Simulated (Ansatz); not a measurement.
# Structure optimisation: iron, bcc

Method: DFT, r2SCAN, plane waves (500 eV) with PAW, scalar-relativistic in Ansatz 0.2.0. The PAW files were generated under PBE, with cores re-solved for the functional.

k-point mesh 15×15×15, Fermi-Dirac smearing 0.05 eV, starting moments 2.50 μB. Cell and atoms relax.

Starting structure:

```yaml
crystal:
  lattice:
    - [-1.43325, 1.43325, 1.43325]
    - [1.43325, -1.43325, 1.43325]
    - [1.43325, 1.43325, -1.43325]
  atoms:
    - { symbol: Fe, position: [0.0, 0.0, 0.0], spin: 2.5 }
hamiltonian:
  xc: r2scan
  pseudopotentials:
    kind: paw
    azcp:
      Fe: "pseudopotentials/Fe.paw.azcp"
basis:
  ecutwfc: 500
  fft_grid_basis: typed
kpoints:
  mp_grid: { grid: [15, 15, 15], shift: [0, 0, 0] }
magnetization:
  spin_polarized: true
scf:
  occupations: { method: fermi_dirac, width: 0.05 }
relax:
  max_steps: 60
  f_tol: 0.01
  cell: {}
```

Question: The pressure at the start is 0.5 GPa. By how much does the volume change?

Answer: From 11.78 to 11.81 Å³ per atom, 0.3 %. The final cell has a = 2.869 Å.

Question: How much energy does the relaxation gain?

Answer: 0.1 meV per atom.

Question: Which magnetic state does it end in?

Answer: ferromagnetic, net 2.67 μB per atom; moments 2.83 μB.
